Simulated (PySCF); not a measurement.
A GIAO shielding run with PySCF (density fitting, non-relativistic, gas phase) on Chlorothioborine (SMILES S=BCl):

```
$ OMP_NUM_THREADS=1 python probes_run.py task.json out

{"job": {"kind": "nmr", "xc": "KT3", "basis": "pcSseg-2", "pop": false}, "charge": 0, "multiplicity": 1}
S     -1.672559     0.127006    -0.097026
B     -0.067050     0.088061    -0.107623
Cl     1.609460     0.046218    -0.118658
```

Hardware: 1 thread of an Arm Neoverse N1, shared host.

Q: How large is the calculation?

A: 38 electrons, 122 basis functions and 417 auxiliary functions.

Q: How long does it take, and how much memory does it need?

A: 7.8 s of wall time, with 14 SCF cycles; peak memory 0.42 GiB. Times on a shared host scatter by some tens of per cent.

Q: And these other runs on the same molecule and hardware: GIAO shielding at B97-2/pcSseg-2; GIAO shielding at PBE0/pcSseg-2; GIAO shielding at wB97X-D/pcSseg-2?

A: B97-2/pcSseg-2: 122 functions, 5.8 s; PBE0/pcSseg-2: 122 functions, 9.1 s; wB97X-D/pcSseg-2: 122 functions, 7.7 s.
